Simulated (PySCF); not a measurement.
## How exact exchange moves a shielding

Molecule: SMILES C=C/C(F)=C/C, C5H7F.

Structure with atom numbers: `[CH2:1]=[CH:2]/[C:3]([F:4])=[CH:5]/[CH3:6]`; H(Xn) means a hydrogen on atom n. Ha(C1) is cis to C3; Hb(C1) is trans to C3.

GIAO shieldings (ppm, equivalent atoms averaged) in PySCF on the PBE0-D3(BJ)/def2-SVP geometry, basis pcSseg-1, gas phase, non-relativistic:

| functional | exact exchange (%) | σ(F4) |
| --- | --- | --- |
| BLYP | 0 | 288.4 |
| BP86 | 0 | 288.1 |
| PBE | 0 | 286.8 |
| B3LYP | 20 | 305.6 |
| PBE0 | 25 | 307.8 |
| mPW1PW91 | 25 | 308.5 |
| HF | 100 | 357.4 |

Task: Fit each shielding as a line in the percentage of exact exchange.

Result: σ(F4) = 289.2 + 0.69 x (rms 1.7 ppm). The functionals also differ in their semilocal parts, which the line can't hold; Hartree–Fock has no correlation at all.

Task: What does the line predict for BHandHLYP (50 %), and what does the run give?

Result: σ(F4): 323.7 predicted, 328.0 computed ppm.
